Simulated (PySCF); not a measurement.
C5H5Cl.
Z-matrix (Å and degrees, PBE0-D3(BJ)/def2-SVP geometry), rows numbered from 1:
```
C 
C   1  1.4966
C   2  1.3308  1  124.25
C   3  1.4614  2  151.98  1    -0.00
C   4  1.3191  3   61.74  2  -179.95
Cl  5  1.6811  3  148.04  4  -179.87
H   1  1.1038  2  111.86  3   120.25
H   1  1.1038  2  111.88  3  -120.27
H   1  1.1006  2  111.33  3    -0.00
H   2  1.0946  1  118.40  3  -179.96
H   4  1.0871  3  148.75  5   179.93
```

The closed-shell ground state was solved at several levels (PySCF, density fitting, gas phase, non-relativistic).

| level | basis functions | total energy (Eh) | HOMO (eV) | LUMO (eV) | gap (eV) | dipole (D) |
| --- | --- | --- | --- | --- | --- | --- |
| CAM-B3LYP/def2-SVPD | 167 | -653.2424 | -7.14 | 0.45 | 7.59 | 1.37 |
| PBE0/pcSseg-1 | 134 | -653.1871 | -5.88 | -0.62 | 5.26 | 1.32 |
| B3LYP/cc-pVTZ | 254 | -653.7223 | -5.61 | -0.82 | 4.79 | 1.33 |
| B3LYP/6-31G* | 98 | -653.6056 | -5.34 | -0.44 | 4.90 | 1.31 |

Problem. What might B3LYP/def2-TZVP (222 basis functions) give for the same quantities?

Solution. Total energy -653.7199 Eh, HOMO -5.63 eV, LUMO -0.88 eV, gap 4.75 eV, dipole 1.33 D.

Problem. Over all these levels, which gives the widest orbital gap and which the narrowest?

Solution. CAM-B3LYP/def2-SVPD (range-separated hybrid) has the widest, 7.59 eV, and B3LYP/def2-TZVP (global hybrid, 20 % exact exchange) the narrowest, 4.75 eV. Functional and basis both differ between the two, so the spread mixes both effects.

Problem. How much does the basis alone move the frontier levels among the 3 B3LYP rows (the withheld one included)?

Solution. The HOMO by 0.29 eV and the LUMO by 0.44 eV. By rising basis size (HOMO, LUMO in eV): 6-31G* -5.34, -0.44; def2-TZVP -5.63, -0.88; cc-pVTZ -5.61, -0.82.

Problem. How far do the dipole and the HOMO energy spread over the levels?

Solution. The dipole runs from 1.31 to 1.37 D (mean 1.33 D) and the HOMO from -7.14 to -5.34 eV.
